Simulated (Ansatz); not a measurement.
**BH₂+ (singlet): from Hartree-Fock to the top rungs at angle H2–B1–H3 = 86.6°, aug-cc-pVTZ**

Aim: climb from Hartree-Fock through coupled cluster and multireference methods for BH₂+ (singlet) at one geometry and basis, and see what each rung misses.

Computed with Ansatz 0.2.0, Gaussian basis. Level: aug-cc-pVTZ, correlated electrons: outside noble gas.

Plan: UHF; CCSD(T) on RHF; CCSD(T) on UHF; BCCD(T) on RHF; CCSDT(Q) on RHF; CCSDT(Q) on UHF; CASSCF and NEVPT2, 4 electrons in 6 orbitals; Full CI.

## Step 1: What is computed

The geometry derives from a PBE0/def2-TZVP stationary point (not a proven minimum). One angle is set to the value named; bond lengths are kept.

3 atoms, charge 1, spin multiplicity 1.

Atoms are counted from 1 here; the program's logs count them from 0.

Bond lengths: B1–H2 1.179 Å, B1–H3 1.179 Å. Angles: H2–B1–H3 86.6°.

In the tables R marks a restricted determinant and U an unrestricted one; 'valence' is the active space of 4 electrons in 6 orbitals; correlation energies count from the lowest restricted Hartree-Fock solution.

## Step 2: UHF

in.yaml

```yaml
crystal:
  periodic: [false, false, false]
  atoms:
    - {symbol: B, position_ang: [-0.134871, 0.000000, 0.000000]}
    - {symbol: H, position_ang: [0.723304, 0.000000, -0.808704]}
    - {symbol: H, position_ang: [0.723304, 0.000000, 0.808704]}
basis:
  gaussian: {orbitals: aug-cc-pVTZ}
total_charge: 1
magnetization: {spin_polarized: true, initial_magnetization: 0}
hamiltonian: {xc: hf}
output: {orbitals: {seedname: orbitals}}
```

Run with:

```
> ansatz run in.yaml --threads 1 --pin off --events-out ev --progress --plain --max-ram 2393MiB
```

Further steps of the session: CCSD(T) on RHF; CCSD(T) on UHF; BCCD(T) on RHF; CCSDT(Q) on RHF; CCSDT(Q) on UHF; CASSCF and NEVPT2, 4 electrons in 6 orbitals; Full CI.

**Question.** What will the summary of the whole plan be? Wanted: correlation energy, FCI; RMP2 from FCI; UMP2 from FCI; RCCSD from FCI; RCCSD(T) from FCI; UCCSD(T) from FCI; RCCSDT(Q) from FCI; UCCSDT(Q) from FCI; NEVPT2 valence from FCI.

The runs gave:

| quantity | value |
| --- | --- |
| correlation energy, FCI | -2.6285 eV |
| RMP2 from FCI | +13.07 kcal/mol |
| UMP2 from FCI | +15.49 kcal/mol |
| RCCSD from FCI | +1.00 kcal/mol |
| RCCSD(T) from FCI | +0.19 kcal/mol |
| UCCSD(T) from FCI | +0.21 kcal/mol |
| RCCSDT(Q) from FCI | 0.00 kcal/mol |
| UCCSDT(Q) from FCI | 0.00 kcal/mol |
| NEVPT2 valence from FCI | +5.23 kcal/mol |
| levels of the table within 1 kcal/mol (43 meV) | RCCSD, RCCSD(T), UCCSD(T), BCCD(T), RCCSDT, UCCSDT, RCCSDT(Q), UCCSDT(Q) |
| T1 diagnostic | 0.012 |
| effectively unpaired electrons | 0.04 |

In words: RCCSD(T) misses by +0.19 kcal/mol, 0.3 % of the correlation energy. One determinant dominates. These misses are within one basis, not against nature; the frozen cores of restricted and unrestricted runs differ, which can shift their rows.
